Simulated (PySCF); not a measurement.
Species: 2-propyne-1-thiol, C₃H₄S.
Numbering: `[CH:1]#[C:2][CH2:3][SH:4]` (hydrogens: H5 on C1; H6, H7 on C3; H8 on S4)

Method used: core-valence-separated Tamm–Dancoff BHandHLYP/aug-pcX-1 (pcseg-1 on H, def2-SVPD on S) in PySCF, non-relativistic, gas phase, PBE0-D3(BJ)/def2-SVP geometry. No empirical shift is added; at this level the pattern usually sits a few eV under experiment.

(1) What does the C 1s absorption edge look like?

Answers

(1) 
```tsv
E (eV)	f	core hole on	main final orbital	polarisation
283.48	0.0624	C1	LUMO+1 (42 %)	across the triple bond
283.68	0.0474	C2	LUMO+1 (39 %)	across the triple bond
283.72	0.0773	C1	LUMO+3 (31 %)	across the triple bond
283.79	0.0384	C2	LUMO+3 (44 %)	across the triple bond
285.67	0.0445	C3	LUMO+1 (43 %)	–
285.90	0.0083	C1	LUMO+2 (59 %)	along the triple bond
286.17	0.0037	C2	LUMO (86 %)	mixed
286.47	0.0056	C1	LUMO (58 %)	along the triple bond
286.95	0.0084	C3	LUMO (64 %)	–
287.15	0.0013	C1 + C2	LUMO+4 (62 %)	–
287.22	0.0074	C2	LUMO+4 (57 %)	across the triple bond
287.25	0.0221	C3	LUMO+3 (67 %)	–
287.39	0.0073	C1	LUMO+3 (31 %)	across the triple bond
287.40	0.0017	C2	LUMO+2 (84 %)	mixed
287.53	0.0008	C1	spread	–
```

The first line with a tenth or more of the strongest one's intensity is at 283.48 eV (f = 0.062), with the hole on C1 (terminal alkyne carbon), polarised across the triple bond: a 1s→π* resonance. The strongest listed is at 283.72 eV (f = 0.077; C1).

Roots within 0.03 eV whose holes lie on the same, on equivalent or on shared atoms are summed into one line, and the highest roots are left out, as the search may have cut off their partners. Final orbitals are the ground state's empty Kohn–Sham orbitals. A dash: too weak, shared between unlike atoms, or no plane or axis to refer to.

**Question.** What are the wavelength and the wavenumber of the 283.68 eV line?

**Answer.** λ = 12398.42 eV Å/283.68 eV = 43.706 Å; 2.2880 × 10⁶ cm⁻¹.

Only the lowest roots of each edge were sought.

Conformer computed: `[CH:1]#[C:2][CH2:3][SH:4]`: H–S4–C3–C2 -60°.

One conformer stands for the species.
